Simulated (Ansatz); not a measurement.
`O=C=CO` + H₂ → `C=C=O` + H₂O at 298.15 K and 1 bar (hydrogenolysis of a C–O bond).

Gas-phase electronic energies from Ansatz, PBE0-D4/def2-TZVP geometries. CBS: MP2 limit from def2 TZ/QZ plus the TZ coupled-cluster correction, frozen cores. This one scheme is used for every species. One conformer a species, not always the lowest.

```
 species  CCSD(T)/CBS energy (Eh)  H − E (kJ/mol)  S (J/(mol·K))
`O=C=CO`               -227.58142           112.8          277.8
      H₂                 -1.17544            35.1          130.4
 `C=C=O`               -152.43640            95.0          241.3
     H₂O                -76.37941            66.4          188.7
```

H − E and S are ideal-gas, rigid-rotor, harmonic terms from PBE0-D4/def2-TZVP, for one conformer and one mirror image of each species. The MP2-based limit puts H₂ 0.8 mEh under its directly extrapolated value; such offsets cancel only in part. 1 Eh = 2625.50 kJ/mol, R = 8.31446 J/(mol·K).

By hand: ΔE, ΔH, ΔS and ΔG.

ΔE = (-152.43640) + (-76.37941) − (-227.58142) − (-1.17544) = -0.05895 Eh = -154.8 kJ/mol. Δ(H − E) = 95.0 + 66.4 − 112.8 − 35.1 = 13.5, so ΔH = -141.3 kJ/mol. ΔS = 241.3 + 188.7 − 277.8 − 130.4 = 21.8 J/(mol·K). ΔG = -141.3 − 298.15 × (21.8)/1000 = -147.8 kJ/mol.

By hand: the equilibrium constant, and the temperature at which ΔG would vanish if ΔH and ΔS stayed fixed.

log₁₀ K = −ΔG/(RT ln 10) = 25.9. ΔH and −TΔS have one sign here, so there is no such temperature.

ΔH outweighs TΔS. A doubt of 5 kJ/mol in ΔE shifts log₁₀ K by 0.9 here. Other conformers and mirror images would add mixing entropy, several J/(mol·K) or more a flexible species. These are equilibria of isolated gas molecules and say nothing of rates. Largest T1 diagnostic: 0.016 (customary marks: 0.02 for closed shells, 0.045 for open ones).
